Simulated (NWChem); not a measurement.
The numbers come from NWChem runs, not from measurements. System: C2H6S, charge 0, spin multiplicity 1, displaced from the optimised geometry. Level: RHF/cc-pVDZ, spin-restricted.

Job file:

```
start mol
memory heap 200 mb stack 900 mb global 1100 mb
geometry units angstroms nocenter noautoz noautosym
  C     -1.379092     0.000000     0.506946
  S      0.000000     0.000000    -0.654746
  C      1.379092     0.000000     0.506946
  H     -1.366895     2.247516     2.096915
  H     -2.302295     0.000000    -0.089572
  H     -1.374213    -0.899006     1.142934
  H      1.374213     0.899006     1.142934
  H      2.302295     0.000000    -0.089572
  H      1.374213    -0.899006     1.142934
end
basis spherical
  * library cc-pvdz
end
scf
  rhf
  nopen 0
  maxiter 100
  thresh 1e-7
  semidirect memsize 60000000 filesize 0
end
task scf energy
```

Part of the output:

```
             Northwest Computational Chemistry Package (NWChem) 7.3.0
             --------------------------------------------------------

                                NWChem Input Module
                                -------------------

 Scaling coordinates for geometry "geometry" by  1.889725989
 (inverse scale =  0.529177249)

                             Geometry "geometry" -> ""
                             -------------------------

 Output coordinates in angstroms (scale by  1.889725989 to convert to a.u.)

  No.       Tag          Charge          X              Y              Z
 ---- ---------------- ---------- -------------- -------------- --------------
    1 C                    6.0000    -1.37909200     0.00000000     0.50694600
    2 S                   16.0000     0.00000000     0.00000000    -0.65474600
    3 C                    6.0000     1.37909200     0.00000000     0.50694600
    4 H                    1.0000    -1.36689500     2.24751600     2.09691500
    5 H                    1.0000    -2.30229500     0.00000000    -0.08957200
    6 H                    1.0000    -1.37421300    -0.89900600     1.14293400
    7 H                    1.0000     1.37421300     0.89900600     1.14293400
    8 H                    1.0000     2.30229500     0.00000000    -0.08957200
    9 H                    1.0000     1.37421300    -0.89900600     1.14293400

 Effective nuclear repulsion energy (a.u.)     107.1361929157

            Nuclear Dipole moment (a.u.)
            ----------------------------
        X                 Y               Z
 ---------------- ---------------- ----------------
     0.0138290148     2.5483143929     1.8027778061


 Summary of "ao basis" -> "" (spherical)
 ------------------------------------------------------------------------------
       Tag                 Description            Shells   Functions and Types
 ---------------- ------------------------------  ------  ---------------------
 *                          cc-pvdz                   on all atoms

 Summary of "ao basis" -> "ao basis" (spherical)
 ------------------------------------------------------------------------------
[...]
    48      0.482355  4 H  s                 47      0.311614  4 H  s
    26     -0.286367  2 S  py                23     -0.240314  2 S  py
     8      0.219342  1 C  py                 5      0.180820  1 C  py

 Vector   18  Occ=0.000000D+00  E=-1.551625D-02
              MO Center= -1.2D+00,  8.9D-01,  1.0D+00, r^2= 3.8D+00
   Bfn.  Coefficient  Atom+Function         Bfn.  Coefficient  Atom+Function
  ----- ------------  ---------------      ----- ------------  ---------------
    48      0.473529  4 H  s                  3     -0.366830  1 C  s
     8     -0.360292  1 C  py                 5     -0.315662  1 C  py
    47      0.252891  4 H  s                 26      0.250069  2 S  py
     9     -0.230202  1 C  pz                 6     -0.200425  1 C  pz
    23      0.162267  2 S  py

 Vector   19  Occ=0.000000D+00  E= 1.634442D-01
              MO Center=  7.1D-01, -6.4D-02,  7.1D-02, r^2= 5.5D+00
   Bfn.  Coefficient  Atom+Function         Bfn.  Coefficient  Atom+Function
  ----- ------------  ---------------      ----- ------------  ---------------
    35      1.798473  3 C  s                 25     -0.837670  2 S  px
    73     -0.755093  9 H  s                  3     -0.719026  1 C  s
    68     -0.668678  8 H  s                 63     -0.547021  7 H  s
     9      0.395433  1 C  pz                53      0.391496  5 H  s
    22     -0.198637  2 S  px                 6      0.154204  1 C  pz

 Vector   20  Occ=0.000000D+00  E= 1.734903D-01
              MO Center= -8.0D-01, -6.4D-01,  7.3D-01, r^2= 6.1D+00
   Bfn.  Coefficient  Atom+Function         Bfn.  Coefficient  Atom+Function
  ----- ------------  ---------------      ----- ------------  ---------------
     3      1.643594  1 C  s                 58     -1.202304  6 H  s
    35      0.892497  3 C  s                 53     -0.894836  5 H  s
    73     -0.745115  9 H  s                  8     -0.493105  1 C  py
    68     -0.443810  8 H  s                 25      0.317248  2 S  px
    41      0.254376  3 C  pz                63     -0.232680  7 H  s

 center of mass
 --------------
 x =   0.00022473 y =   0.04141076 z =  -0.10294236

 moments of inertia (a.u.)
 ------------------
         127.100869406531           6.610848492291           4.661540188513
           6.610848492291         328.571776929067         -13.527969728454
           4.661540188513         -13.527969728454         255.070304220371

  Mulliken analysis of the total density
  --------------------------------------

    Atom       Charge   Shell Charges
 -----------   ------   -------------------------------------------------------
    1 C    6     6.12   2.00  0.69  0.58  1.76  1.03  0.05
    2 S   16    15.96   2.00  2.01  0.90  0.92  6.00  2.29  1.72  0.12
    3 C    6     6.15   2.00  0.65  0.48  1.99  0.96  0.06
    4 H    1     1.25   0.44  0.80  0.00
    5 H    1     0.89   0.73  0.13  0.03
    6 H    1     0.88   0.72  0.13  0.03
    7 H    1     0.90   0.73  0.14  0.03
    8 H    1     0.92   0.74  0.15  0.03
    9 H    1     0.93   0.74  0.15  0.03

       Multipole analysis of the density wrt the origin
       ------------------------------------------------

     L   x y z        total         open         nuclear
     -   - - -        -----         ----         -------
     0   0 0 0     -0.000000      0.000000     34.000000

     1   1 0 0      0.501254      0.000000      0.013829
     1   0 1 0     -1.242690      0.000000      2.548314
     1   0 0 1     -0.464039      0.000000      1.802778

     2   2 0 0    -18.794824      0.000000    146.262393
     2   1 1 0      3.322902      0.000000     -6.558948
     2   1 0 1      2.586885      0.000000     -4.626770
     2   0 2 0    -25.561570      0.000000     26.697147
     2   0 1 1     -4.046173      0.000000     13.160606
     2   0 0 2    -25.002470      0.000000     65.261205

 Task  times  cpu:        1.4s     wall:        1.4s

 Total times  cpu:        1.4s     wall:        1.4s
```
